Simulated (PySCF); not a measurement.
Compound: C4H11OS (charge +1).
Z-matrix (Å and degrees, GFN2-xTB geometry), rows numbered from 1:
```
C 
C   1  1.5144
S   2  1.8236  1  109.82
C   3  1.8017  2  108.23  1   170.91
C   3  1.8008  2  107.96  1   -74.37
O   3  1.4229  2  111.68  1    48.19
H   1  1.0875  2  109.63  3  -171.68
H   1  1.0876  2  110.15  3   -52.76
H   1  1.0865  2  111.70  3    68.58
H   2  1.0874  1  112.87  3  -118.92
H   2  1.0891  1  111.16  3   116.99
H   4  1.0838  3  109.45  2    54.65
H   4  1.0863  3  108.55  2   175.59
H   4  1.0863  3  108.43  2   -66.05
H   5  1.0840  3  109.28  2   -58.45
H   5  1.0861  3  108.50  2  -179.33
H   5  1.0860  3  108.54  2    62.41
```

The geometry is computed with GFN2-xTB (gas phase).

Take the most abundant isotopes and a rigid rotor. The values belong to one conformer with, in the numbering `[CH3:1][CH2:2][S+:3]([CH3:4])([CH3:5])=[O:6]`, C1–C2–S3–C4 171°.

**Question.** What are A, B and C (GHz)?

**Answer.** Ia = 130.73, Ib = 229.89, Ic = 243.79 u·Å²; 505379 MHz·u·Å²/I gives 3866, 2198 and 2073 MHz, that is A = 3.8657, B = 2.1983, C = 2.0730 GHz.

**Question.** Classify the top.

**Answer.** An asymmetric top. Ray's parameter κ = (2B − A − C)/(A − C) = -0.860; −1 is the prolate and +1 the oblate limit.

**Question.** What does the inertial defect say?

**Answer.** Not planar: Δ = Ic − Ia − Ib = -116.83 u·Å². For a rigid frame Δ = −2 Σ m c², so Σ m c² = 58.42 u·Å² lies off the ab plane: 9.98 from hydrogen and 48.44 from heavier atoms. The atom farthest from that plane is 1.73 Å away.

**Question.** Give the coordinates in the principal-axis frame, origin at the centre of mass.

**Answer.** The sense of each axis is arbitrary; atoms in the order of the calculation.
```csv
atom,mass (u),a (Å),b (Å),c (Å)
C1,12.000,-2.373,-0.011,-0.012
C2,12.000,-1.170,-0.663,-0.660
S3,31.972,0.362,-0.008,0.081
C4,12.000,1.745,-0.994,-0.521
C5,12.000,0.616,1.659,-0.551
O6,15.995,0.304,-0.017,1.502
H7,1.008,-3.282,-0.505,-0.348
H8,1.008,-2.314,-0.107,1.070
H9,1.008,-2.447,1.042,-0.270
H10,1.008,-1.108,-0.469,-1.728
H11,1.008,-1.158,-1.736,-0.476
H12,1.008,1.738,-1.002,-1.605
H13,1.008,2.668,-0.560,-0.146
H14,1.008,1.643,-2.003,-0.131
H15,1.008,0.678,1.627,-1.633
H16,1.008,1.534,2.053,-0.124
H17,1.008,-0.216,2.280,-0.232
```

**Question.** List the rotational levels J(Ka,Kc) to J = 3 (MHz).

**Answer.** Above 0(0,0):
J = 1: 1(0,1) 4271, 1(1,1) 5939, 1(1,0) 6064
J = 2: 2(0,2) 12807, 2(1,2) 14356, 2(1,1) 14732, 2(2,1) 19734, 2(2,0) 19741
J = 3: 3(0,3) 25594, 3(1,3) 26978, 3(1,2) 27730, 3(2,2) 32548, 3(2,1) 32582, 3(3,1) 41202, 3(3,0) 41203

**Question.** Estimate the classical rotational partition function at 100 K, 298.15 K and 500 K.

**Answer.** Point group C1, symmetry number σ = 1; q = (√π/σ)·√((kT/h)³/(ABC)), k/h = 20836.6 MHz/K: 40200 at 100 K, 207000 at 298.15 K, 449000 at 500 K.

Not checked by GFN2-xTB frequencies. Zero-point vibration and centrifugal distortion are left out.
